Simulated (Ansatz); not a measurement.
**CHSi (quartet): wave-function methods side by side at distance Si1–C2 = 2.067 Å, 6-31G**

Aim: climb from Hartree-Fock through coupled cluster and multireference methods for CHSi (quartet) at one geometry and basis, and see what each rung misses.

Program: Ansatz 0.2.0, Gaussian basis. Level of theory: 6-31G, core rule «outside noble gas», up to 6 orbitals frozen. These are calculated values, not measurements.

Plan: UHF; CCSD(T) on ROHF; CCSD(T) on UHF; BCCD(T) on ROHF; CISD; CCSDT(Q) on ROHF; CCSDT(Q) on UHF; CCSDTQ on ROHF; CCSDTQ on UHF; CASSCF and MRCISD+Q, 5 electrons in 5 orbitals; CASSCF and NEVPT2, 5 electrons in 5 orbitals; CASSCF and MRCISD+Q, 9 electrons in 9 orbitals; CASSCF and NEVPT2, 9 electrons in 9 orbitals; Full CI.

4 further runs of the same task are left out: 4 that didn't finish.

### Step 1. The geometry

The geometry derives from a PBE0/def2-TZVP stationary point (not a proven minimum). One bond is set to the value named and the two fragments are kept rigid.

3 atoms, charge 0, spin multiplicity 4.

Atoms are counted from 1 here; the program's logs count them from 0.

Bond lengths: Si1–C2 2.067 Å, C2–H3 1.096 Å. Angles: Si1–C2–H3 133.1°.

As a file:

```
Si    0.0000    0.0372    0.6723
C     0.0000   -0.1371   -1.3873
H     0.0000    0.5965   -2.2013
```

### Step 2. UHF

in.yaml reads:

```yaml
crystal:
  periodic: [false, false, false]
  atoms:
    - {symbol: Si, position_ang: [0.000000, 0.037213, 0.672296]}
    - {symbol: C, position_ang: [0.000000, -0.137075, -1.387343]}
    - {symbol: H, position_ang: [0.000000, 0.596497, -2.201320]}
basis:
  gaussian: {orbitals: 6-31G}
magnetization: {spin_polarized: true, initial_magnetization: 3}
hamiltonian: {xc: hf}
output: {orbitals: {seedname: orbitals}}
```

The run is started by

```bash
ansatz run in.yaml --threads 1 --pin off --events-out ev --progress --plain --max-ram 2560MiB --backend cpu
```

After this run come: CCSD(T) on ROHF; CCSD(T) on UHF; BCCD(T) on ROHF; CISD; CCSDT(Q) on ROHF; CCSDT(Q) on UHF; CCSDTQ on ROHF; CCSDTQ on UHF; CASSCF and MRCISD+Q, 5 electrons in 5 orbitals; CASSCF and NEVPT2, 5 electrons in 5 orbitals; CASSCF and MRCISD+Q, 9 electrons in 9 orbitals; CASSCF and NEVPT2, 9 electrons in 9 orbitals; Full CI.

**Question.** What will the summary of the whole plan be? Wanted: FCI below the RHF energy; RMP2 from FCI; UMP2 from FCI; RCCSD from FCI; RCCSD(T) from FCI; UCCSD(T) from FCI; RCCSDT(Q) from FCI; UCCSDT(Q) from FCI; MRCISD+Q pair from FCI.

The runs gave:

| quantity | value |
| --- | --- |
| FCI below the RHF energy | -3.0022 eV |
| RMP2 from FCI | +18.48 kcal/mol |
| UMP2 from FCI | +17.96 kcal/mol |
| RCCSD from FCI | +2.16 kcal/mol |
| RCCSD(T) from FCI | +0.68 kcal/mol |
| UCCSD(T) from FCI | +0.68 kcal/mol |
| RCCSDT(Q) from FCI | +0.03 kcal/mol |
| UCCSDT(Q) from FCI | +0.01 kcal/mol |
| MRCISD+Q pair from FCI | +0.02 kcal/mol |
| NEVPT2 valence from FCI | +7.44 kcal/mol |
| MRCISD+Q valence from FCI | +0.31 kcal/mol |
| levels within 1 kcal/mol (43 meV) | RCCSD(T), UCCSD(T), BCCD(T), RCCSDT, UCCSDT, RCCSDT(Q), UCCSDT(Q), RCCSDTQ, UCCSDTQ, MRCISD+Q pair, MRCISD+Q valence |
| T1 diagnostic | 0.031 |
| effectively unpaired electrons | 3.05 |

In words: RCCSD(T) lands +0.68 kcal/mol from the yardstick (1.0 % of the correlation energy). One determinant dominates. Of the multireference levels listed MRCISD+Q pair comes nearest in total energy (+0.02 kcal/mol), which doesn't show that its space is the better one. These misses are within one basis, not against nature; the frozen cores of restricted and unrestricted runs differ, which can shift their rows.
